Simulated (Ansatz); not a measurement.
MgH2S (SMILES [MgH][SH]): the vertical ionisation energy from total energies

The species is MgH2S (4 atoms), meant as a singlet with charge 0. As SMILES, `[MgH][SH]`. Geometry: relaxed at PBE0-D4/def2-TZVP.

Both states at this one shape; open shells run unrestricted unless said. 1 Eh = 27.2114 eV.

| level | program | singlet MgH2S (Eh) | doublet MgH2S+ (Eh) |
| --- | --- | --- | --- |
| BLYP/STO-3G | Ansatz | -592.467923 | -592.274452 |
| RPA@PBE/STO-3G, 6 core orbitals frozen | Ansatz | -591.567132 | -591.426883 |

Work out the vertical ionisation energy at each level.


1. BLYP/STO-3G: -592.274452 − (-592.467923) = 0.193471 Eh = 5.26 eV.
2. RPA@PBE/STO-3G: -591.426883 − (-591.567132) = 0.140249 Eh = 3.82 eV.

No measured value is set beside it here; the levels span 3.82 to 5.26 eV. Minimal sets are far from the basis-set limit.
